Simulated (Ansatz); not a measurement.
`C=C=O`, charge 0, multiplicity 1.

Problem. Give a relaxed structure at PBE0-D4/def2-TZVP (Ansatz). (Estimate.)

Solution. The calculation gave: 
```xyz
5

C     0.4450   -0.2924    0.0991
C    -0.6288    0.4132   -0.1401
O    -1.5789    1.0374   -0.3518
H     0.4364   -1.3547   -0.0941
H     1.3263    0.1966    0.4868
```
Point group C2v.
